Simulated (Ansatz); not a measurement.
Wavefunction ladder for C$_{8}$H$_{18}$, SMILES `CCCCC(C)CC`

```tsv
atom	x (Å)	y (Å)	z (Å)
C1	-0.662	-2.881	1.885
C2	-0.664	-1.912	0.715
C3	0.735	-1.465	0.322
C4	0.790	-0.582	-0.918
C5	-0.016	0.717	-0.867
C6	0.097	1.436	-2.205
C7	0.413	1.606	0.297
C8	-0.406	2.876	0.456
H9	-1.674	-3.189	2.157
H10	-0.092	-3.784	1.647
H11	-0.204	-2.428	2.769
H12	-1.150	-2.378	-0.151
H13	-1.276	-1.040	0.969
H14	1.350	-2.353	0.139
H15	1.202	-0.956	1.173
H16	1.837	-0.330	-1.130
H17	0.442	-1.166	-1.779
H18	-1.073	0.460	-0.716
H19	1.128	1.759	-2.383
H20	-0.543	2.318	-2.255
H21	-0.188	0.775	-3.027
H22	1.473	1.862	0.171
H23	0.350	1.032	1.226
H24	-0.111	3.424	1.354
H25	-0.285	3.553	-0.392
H26	-1.473	2.646	0.545
```

Total charge 0; spin multiplicity 1. The geometry is a stationary point of PBE0-D4/def2-TZVP. It is one conformer, not always the lowest. Frozen core, restricted reference, Ansatz. CBS rows extrapolate triple and quadruple zeta; past MP2 they add the triple-zeta difference.

```csv
basis,HF (Eh),MP2 corr.,CCSD corr.,(T),CCSD(T) total
def2-SVP,-313.21149,-1.16679,-1.27689,-0.03849,-314.52687
def2-TZVPP,-313.54760,-1.41992,-1.51047,-0.05942,-315.11749
def2-QZVPP,-313.56248,-1.50696,–,–,–
CBS(def2),-313.56453,-1.57143,-1.66198,as TZ,-315.28593
```
